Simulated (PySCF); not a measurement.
# Fractional electron number in Be (beryllium, neutral)

The 2s beta orbital of [He] 2s2 is emptied in steps (occupation f), with all orbitals relaxed, ending at [He] 2s1. All numbers are calculated (PySCF 2.14, scalar relativity by spin-free X2C-1e, in aug-cc-pVTZ-DK). The exact energy is a straight line in f; departures are measured from the line between the end points of the same method.

```csv
f,UHF (eV),LDA (eV),PBE (eV),PBE0 (eV),LC-wPBE (eV),BHandHLYP (eV),HSE06 (eV)
1,0.000,0.000,0.000,0.000,0.000,0.000,0.000
0.8,0.055,-0.549,-0.541,-0.395,-0.018,-0.281,-0.458
0.6,0.076,-0.822,-0.808,-0.589,-0.029,-0.427,-0.684
0.4,0.071,-0.817,-0.799,-0.582,-0.033,-0.435,-0.677
0.2,0.045,-0.538,-0.521,-0.379,-0.027,-0.296,-0.440
0,0.000,0.000,0.000,0.000,0.000,0.000,0.000
```

```tsv
method	E(f=0) − E(f=1) (eV)	−ε at f=1 (eV)	−ε at f=0.4 (eV)
UHF	8.046	8.417	7.963
LDA	9.024	5.602	9.739
PBE	8.996	5.612	9.721
PBE0	8.971	6.496	9.503
LC-wPBE	9.021	8.917	9.025
BHandHLYP	8.965	7.236	9.285
HSE06	8.967	6.097	9.580
```

Orbital energy along the path (eV):

| f | UHF | LDA | PBE | PBE0 | LC-wPBE | BHandHLYP | HSE06 |
| --- | --- | --- | --- | --- | --- | --- | --- |
| 1 | -8.417 | -5.602 | -5.612 | -6.496 | -8.917 | -7.236 | -6.097 |
| 0.8 | -8.229 | -6.965 | -6.973 | -7.498 | -8.948 | -7.892 | -7.256 |
| 0.6 | -8.082 | -8.353 | -8.352 | -8.506 | -8.983 | -8.573 | -8.421 |
| 0.4 | -7.963 | -9.739 | -9.721 | -9.503 | -9.025 | -9.285 | -9.580 |
| 0.2 | -7.865 | -11.087 | -11.048 | -10.467 | -9.089 | -10.051 | -10.715 |
| 0 | -7.783 | -12.054 | -10.451 | -9.711 | -8.588 | -10.575 | -9.950 |

As f goes to zero the orbital energy of a semilocal functional can turn back, because the density of that orbital vanishes from the exchange-correlation potential.

Reference removal energy between the ground levels: 9.323 eV (measured; NIST Atomic Spectra Database, ionization energies). UHF lacks correlation.
